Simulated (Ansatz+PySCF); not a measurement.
A calculation with Ansatz (development build ahead of 0.2.0).

```yaml
crystal:
  periodic: [false, false, false]
  atoms:
    - { symbol: "N", position_ang: [-0.02871, 0.0, 0.62858] }
    - { symbol: "N", position_ang: [0.02871, 0.0, -0.62858] }
    - { symbol: H, position_ang: [0.0096, -0.88068, 1.12793] }
    - { symbol: H, position_ang: [0.0096, 0.88068, 1.12793] }
    - { symbol: H, position_ang: [-0.0096, -0.88068, -1.12793] }
    - { symbol: H, position_ang: [-0.0096, 0.88068, -1.12793] }
basis:
  gaussian: { orbitals: cc-pVTZ }
total_charge: 1
magnetization:
  initial_magnetization: 1
hamiltonian:
  xc: hf
correlation:
  method: mp2
  frozen_orbitals: { H: 0, "N": 1 }
output:
  forces: true
```

The input is written out in the form of the current development build from the run's settings. Correlation on restricted open-shell orbitals is semicanonical, with singles.

Results

```
Converged                                                          : yes
Reference energy                                                   : -110.96327 hartree
Correlation energy                                                 : -0.41207 hartree
Total energy                                                       : -111.37534 hartree
Spin squared of the determinant                                    : 0.750
Stability test                                                     : minimum among restricted orbitals
Occupied orbitals by symmetry in an Abelian subgroup (alpha; beta) : 4 Ag 1 Au 1 Bg 3 Bu; 3 Ag 1 Au 1 Bg 3 Bu
```

Forces (eV/Å):
```
atom      Fx      Fy      Fz
  N1  -0.154   0.000   3.676
  N2   0.154   0.000  -3.676
  H3  -0.004   0.156   0.001
  H4  -0.004  -0.156   0.001
  H5   0.004   0.156  -0.001
  H6   0.004  -0.156  -0.001
```

Caution: MP2 on this radical cation hangs on the determinant chosen.
